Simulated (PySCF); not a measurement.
C₄H₄S. Atoms are numbered in the order given.

```xyz
9

C      0.0000     0.7149     1.2748
C      0.0000    -0.7149     1.2748
C      0.0000    -1.2414     0.0075
S      0.0000     0.0000    -1.1982
C      0.0000     1.2414     0.0075
H      0.0000     1.3261     2.1785
H      0.0000    -1.3261     2.1785
H      0.0000    -2.2898    -0.2867
H      0.0000     2.2898    -0.2867
```

Coordinates come from a B3LYP-D3(BJ)/def2-SVP optimisation.

Computed with PySCF with HF/def2-TZVP.

Symmetry labels are those of the subgroup C2v that the program uses (full group C2v).

Computed valence orbital energies around the gap with their symmetry:
```
orbital  symmetry  energy (eV)
-------  --------  -----------
HOMO−7         A1       -18.86
HOMO−6         B2       -15.61
HOMO−5         A1       -14.95
HOMO−4         B2       -14.28
HOMO−3         B1       -14.14
HOMO−2         A1       -12.88
HOMO−1         B1        -9.39
HOMO           A2        -8.89
LUMO           B1         3.05
LUMO+1         A1         4.40
LUMO+2         B2         4.45
LUMO+3         A1         5.16
```
